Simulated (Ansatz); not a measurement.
# Basis or method: atomization of HBCl

HBCl, doublet; coordinates (Å): B 0.000 -0.186 1.255; Cl 0.000 0.036 -0.441; H 0.000 0.714 2.039. Quantity: atomization.

Ansatz 0.2.0, basis 6-31G or cc-pVDZ or cc-pVTZ; geometries are PBE0/def2-TZVP minima. Wave-function levels freeze the cores; HF, MP2 and coupled cluster are restricted for singlets and unrestricted otherwise, atoms included (their steps beyond CCSDT(Q) come from restricted open-shell runs), Kohn–Sham unrestricted where that lies lower. The reference is CCSDT(Q) or CCSDTQ or full CI (coupled cluster only where its series has nearly closed). Semilocal and hybrid functionals correlate all electrons outside any core potential and usually lie nearer their basis limit than the reference, so part of their error here is the reference's basis and frozen-core error; RPA and the MP2 part of double hybrids freeze the same cores as the reference. None of these values is a measured one. Energies are electronic, without zero-point terms. No spin–orbit coupling and no scalar relativity. The species are chosen: bound, without strong static correlation by their natural occupations or amplitudes, in their lowest spin state as far as vertical gaps and like structures tell, and with a ladder that closes on the reference, so errors are smaller than for species at large; levels whose determinant breaks symmetry or spin markedly are left out.

```
    level   6-31G (kJ/mol)  cc-pVDZ (kJ/mol)  cc-pVTZ (kJ/mol)
reference  621.8 (full CI)    724.4 (CCSDTQ)  763.5 (CCSDT(Q))
       HF            556.4             618.4             631.2
      MP2            637.9             752.2             793.4
     CCSD            615.8             714.0             749.4
  CCSD(T)            621.0             723.4             762.8
    CCSDT            622.0             723.8             762.4
      PBE            766.6             808.5             820.6
   B2PLYP            697.8             766.7             789.2
```

From 6-31G to cc-pVTZ the reference moves by 141.7 kJ/mol and PBE by 54.0; the step from CCSD(T) to the reference is 0.7 in the first and 0.7 in the last.
